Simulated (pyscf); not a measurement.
PySCF, gas phase, ωB97X-D3(BJ)/def2-SVP geometries.

SMILES: [Cl][TiH]([Cl])[NH2]
```xyz
7

N     -1.0870     0.3104    -1.9386
Ti    -0.0511     0.8514    -0.5456
Cl    -1.2089     1.9466     0.9390
Cl     1.8979     1.5492    -1.2224
H     -2.1016     0.2182    -1.9006
H     -0.7257     0.0449    -2.8543
H      0.2574    -0.6089     0.1671
```
Charge 0, spin multiplicity 1.

Problem. How much does it cost (ΔH, 298 K, ωB97M-D3(BJ)/def2-TZVP) to split H₂N–TiH(Cl)–Cl (SMILES [NH2][TiH]([Cl])[Cl]) at its N–Ti bond into NH₂• + [Cl–TiH–Cl]•?

Solution. N–Ti to NH₂• + [Cl–TiH–Cl]•: 342.0 kJ/mol. The 7 functionals that were run give +329.2 (M06-2X) to +392.1 kJ/mol (PBE). The radicals are drawn with the spin at the cut bond; how far it spreads was not checked. Open-shell species with a d-block atom are single-reference here; other states, and whether the spin sits on metal or ligand, were not checked.
